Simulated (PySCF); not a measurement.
CHP: core ionisation energies

Phosphaethyne, CHP.
Geometry (GFN2-xTB, Å), atoms numbered from 1 in this order:
```
atom  x, y, z in Å
C1    -0.159    0.084   -0.003
P2     1.382   -0.049   -0.011
H3    -1.211    0.175    0.002
```

Theory: delta-SCF UKS SCAN, pcX-2 on the ionised atom, pcseg-1 elsewhere, spin-free X2C in PySCF 2.14.0. Vertical ΔSCF values, vacuum level as zero.

Task: Give the core binding energies atom by atom.

Result: 
```csv
atom(s),bonded to,level,binding energy (eV),2p1/2 (eV),count
P2,C (triple bond),P 2p3/2,137.28,138.17,1
C1,H and P (triple bond),C 1s,291.05,–,1
P2,C (triple bond),P 1s,2150.81,–,1
```

Task: Which photon wavelength matches the P 2p3/2 of P2 threshold?

Result: λ = hc/E = 12398.42 eV Å / 137.28 eV = 90.315 Å.

Task: Express the binding energy of P 2p3/2 of P2 in atomic units and per mole.

Result: 137.28 eV = 5.0449 Eh = 13246 kJ/mol.

Spin contamination (⟨S²⟩ against 0.75 for a pure doublet) is marked for C 1s of C1 (0.99), which makes this value less certain. Spin–orbit coupling isn't in the SCF: each 2p doublet comes from a relaxed spin-free hole plus a matrix of the shell (mean-field spin–orbit coupling and the ground-state 2p splitting), with 2p3/2 averaged over its two sublevels. 2p1/2 minus 2p3/2 (ligand field included): P 0.89 eV. Geometry: GFN2-xTB; no solvent, vibrations or thermal averaging.

On one thread of an x86-64 server (shared host), this took 2.1 s of wall time.
